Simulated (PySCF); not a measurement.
**What each rung costs, and what it gives**

Saddle point of SiH$_{5}$F, closed shell (SiH₄ + HF → SiH₃F ([F][SiH3]) + H₂; bonds formed: Si1–F7, H2–H6; bonds broken: Si1–H2, H6–F7), PBE0-D4/def2-TZVP structure:

Si1  (-0.327, 0.323, -0.061)
H2  (0.595, -0.889, -0.806)
H3  (-0.901, 0.475, -1.436)
H4  (-1.479, -0.090, 0.766)
H5  (0.321, 1.624, 0.204)
H6  (0.929, -0.941, 0.104)
F7  (0.862, -0.502, 1.229)
(Å)

Barriers are electronic and count from the start structure reached by relaxing down the imaginary mode.

Computed with PySCF 2.14 with density fitting (its default auxiliary sets; JK sets also for MP2 and CCSD(T)) (basis: as named in each row); correlated methods freeze the cores. B3LYP uses VWN-RPA correlation. Extrapolation: Hartree–Fock as exp(−7.88 √X), correlation as X^−2.97.

Times are rough, for one single point on 4 threads of a shared host (Arm Neoverse N1).

The estimate by CCSD(T) at an estimated basis limit (MP2 extrapolated from triple and quadruple zeta, plus CCSD(T) − MP2 in triple zeta) is 148.0 kJ/mol.

```tsv
method	basis	time (s)	barrier (kJ/mol)	method less estimate
HF	STO-3G	1	357.3	209.3
B3LYP-D4	6-31G	2	164.6	16.5
PBE0-D4	def2-SVP	3	125.4	-22.6
MP2	def2-QZVPP	3	142.4	-5.6
PBE-D4	def2-SVP	3	102.3	-45.7
CCSD(T)	def2-SVP	5	161.0	13.0
SPW92	def2-TZVPP	5	86.4	-61.6
PBE0-D4	def2-TZVPP	6	133.0	-15.1
BHLYP-D4	def2-TZVPP	6	158.1	10.1
B3LYP-D4	def2-TZVPP	7	139.9	-8.1
PBE-D4	def2-TZVPP	7	115.0	-33.1
r2SCAN-D4	def2-TZVPP	14	122.5	-25.5
CCSD(T)	def2-TZVPP	83	152.5	4.5
wB97M-V	def2-TZVPP	130	136.5	-11.5
```

All methods are single points on the PBE0-D4 structures.

No T1 diagnostic of these runs exceeds 0.014.

Labels in which every atom is bracketed show which atoms are joined, not bond orders.
